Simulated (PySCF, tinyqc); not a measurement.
Worked calculation: RKS/LDA (VWN5) in the sto-3g basis, for OH-, spin multiplicity 1. The basis has no diffuse functions, so it cannot describe the extra electron: this is an exercise in the method, not the real anion. The lowest restricted solution is unstable here: a spin-polarised one lies 0.0053 hartree lower (PySCF). Computed by tinyqc, a small Python program that keeps every step (integrals from PySCF). Settings: charge = -1, multiplicity = 1, basis = sto-3g, energy threshold = 1e-09, iteration cap = 51, orthogonalisation = canonical, start = random, DIIS depth = 0, method = RKS, functional = lda,vwn, grid = [40, 50]. Command: `OMP_NUM_THREADS=1 python tinyqc.py 20901 20902 out.jsonl` (the two numbers bound the seeds that draw the settings). One thread of a shared host (Intel(R) Xeon(R) Processor @ 2.60GHz), about 0.8 s of CPU time with the checks.

Geometry (angstrom):
```
atom         x         y         z
O     0.000000  0.000000  0.000000
H     0.000000  0.000000  1.742000
```

Stop when the energy changes by less than 1e-09 hartree and every element of the error matrix X^T (F D S - S D F) X is below 9e-06.

Course of the cycle:
```
iteration   E (hartree)     change  largest element of the error matrix
1          -72.92942744          -                             6.18e-01
2          -73.66651166  -7.37e-01                             1.92e-01
3          -73.51788787   1.49e-01                             1.60e-01
4          -72.89855525   6.19e-01                             5.26e-01
5          -73.45911786  -5.61e-01                             1.86e-01
6          -72.83629749   6.23e-01                             4.70e-01
7          -73.46695719  -6.31e-01                             2.20e-01
8          -72.83197666   6.35e-01                             4.64e-01
9          -73.46723239  -6.35e-01                             2.22e-01
10         -72.83170316   6.36e-01                             4.64e-01
11         -73.46724838  -6.36e-01                             2.22e-01
12         -72.83168440   6.36e-01                             4.64e-01
13         -73.46724943  -6.36e-01                             2.22e-01
14         -72.83168311   6.36e-01                             4.64e-01
...                 ...        ...                                  ...
38         -72.83168301   6.36e-01                             4.64e-01
39         -73.46724951  -6.36e-01                             2.22e-01
40         -72.83168301   6.36e-01                             4.64e-01
41         -73.46724951  -6.36e-01                             2.22e-01
42         -72.83168301   6.36e-01                             4.64e-01
43         -73.46724951  -6.36e-01                             2.22e-01
44         -72.83168301   6.36e-01                             4.64e-01
45         -73.46724951  -6.36e-01                             2.22e-01
46         -72.83168301   6.36e-01                             4.64e-01
47         -73.46724951  -6.36e-01                             2.22e-01
48         -72.83168301   6.36e-01                             4.64e-01
49         -73.46724951  -6.36e-01                             2.22e-01
50         -72.83168301   6.36e-01                             4.64e-01
51         -73.46724951  -6.36e-01                             2.22e-01
```

Can the last value be used, and what does the course show?

Not by the stop rule. Not converged within the cap of 51 iterations: the residual has stopped falling: the iteration swings between two states. Reruns (cap 100 unless said): DIIS 8: converged in 59; damping 0.5: not converged; level shift 0.5: converged in 57; atomic densities as start, DIIS 8: converged in 13; the original settings with a cap of 400: not converged. PySCF RKS in the same basis, fine grid = -73.74312285 hartree, which differs from a converged run on this coarse grid by the grid error.
